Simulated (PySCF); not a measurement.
1,1-dichlorocyclopropane, C₃H₄Cl₂.
SMILES with atom numbers: `[Cl:1][C:2]1([Cl:3])[CH2:4][CH2:5]1` (hydrogens: H6, H7 on C4; H8, H9 on C5)

The same species was optimised twice, with GFN2-xTB and with PBE0-D3(BJ)/def2-SVP (PySCF), and the same property calculations (PySCF, gas phase) were run on both structures.

```
    coordinate  GFN2-xTB  PBE0-D3(BJ)/def2-SVP  change
     C5–H8 (Å)     1.079                 1.093  +0.014
     C4–H6 (Å)     1.079                 1.093  +0.014
     C4–H7 (Å)     1.079                 1.093  +0.014
     C5–H9 (Å)     1.079                 1.093  +0.014
     C4–C5 (Å)     1.506                 1.511  +0.005
     C2–C4 (Å)     1.492                 1.489  -0.003
     C2–C5 (Å)     1.492                 1.490  -0.002
    C2–Cl3 (Å)     1.756                 1.758  +0.002
    Cl1–C2 (Å)     1.756                 1.758  +0.002
Cl1–C2–Cl3 (°)     111.8                 113.1    +1.3
  H6–C4–H7 (°)     114.3                 115.4    +1.1
  H8–C5–H9 (°)     114.3                 115.4    +1.1
  C2–C5–H8 (°)     117.7                 116.9    -0.8
  C2–C5–H9 (°)     117.7                 117.0    -0.7
  C2–C4–H7 (°)     117.7                 116.9    -0.8
  C2–C4–H6 (°)     117.6                 116.9    -0.7
 Cl3–C2–C4 (°)     118.9                 118.3    -0.6
```

Rotational constants: A = 3931, B = 2952, C = 1947 MHz (GFN2-xTB) against A = 3991, B = 2902, C = 1942 MHz (PBE0-D3(BJ)/def2-SVP). Point groups within 0.08 Å: C2v and C2v. Atoms that the bonding makes alike are paired by their places after alignment.

On the GFN2-xTB structure: HOMO (eV) -7.97 [PBE0/pcSseg-1]; LUMO (eV) 0.24 [PBE0/pcSseg-1]; dipole (D) 2.25 [PBE0/pcSseg-1]; GIAO shielding of Cl1/Cl3 (mean) (ppm) 668.9 [PBE0/pcSseg-1]; GIAO shielding of C2 (ppm) 115.3 [PBE0/pcSseg-1]; GIAO shielding of C4/C5 (mean) (ppm) 162.4 [PBE0/pcSseg-1].

Problem. What do these properties become on the PBE0-D3(BJ)/def2-SVP structure?

Solution. 
```json
{"property": "HOMO (eV)", "level": "PBE0/pcSseg-1", "on GFN2-xTB": "-7.97", "on PBE0-D3(BJ)/def2-SVP": "-7.97", "change": "0.00"}
{"property": "LUMO (eV)", "level": "PBE0/pcSseg-1", "on GFN2-xTB": "0.24", "on PBE0-D3(BJ)/def2-SVP": "0.19", "change": "-0.05"}
{"property": "dipole (D)", "level": "PBE0/pcSseg-1", "on GFN2-xTB": "2.25", "on PBE0-D3(BJ)/def2-SVP": "2.20", "change": "-0.05"}
{"property": "energy, GFN2-xTB geometry as zero (kcal/mol)", "level": "PBE0/pcSseg-1", "on GFN2-xTB": "0.0", "on PBE0-D3(BJ)/def2-SVP": "-0.2", "change": "-0.2"}
{"property": "GIAO shielding of Cl1/Cl3 (mean) (ppm)", "level": "PBE0/pcSseg-1", "on GFN2-xTB": "668.9", "on PBE0-D3(BJ)/def2-SVP": "666.7", "change": "-2.2"}
{"property": "GIAO shielding of C2 (ppm)", "level": "PBE0/pcSseg-1", "on GFN2-xTB": "115.3", "on PBE0-D3(BJ)/def2-SVP": "114.4", "change": "-0.9"}
{"property": "GIAO shielding of C4/C5 (mean) (ppm)", "level": "PBE0/pcSseg-1", "on GFN2-xTB": "162.4", "on PBE0-D3(BJ)/def2-SVP": "159.8", "change": "-2.6"}
```

The heavy atoms differ by 0.013 Å rms after alignment (one structure mirrored). Among all bonds C4–H6, C4–H7, C5–H8 and C5–H9 change most and about equally (+0.014 Å). Changes are differences of the printed values. Neither structure is proved a minimum here.
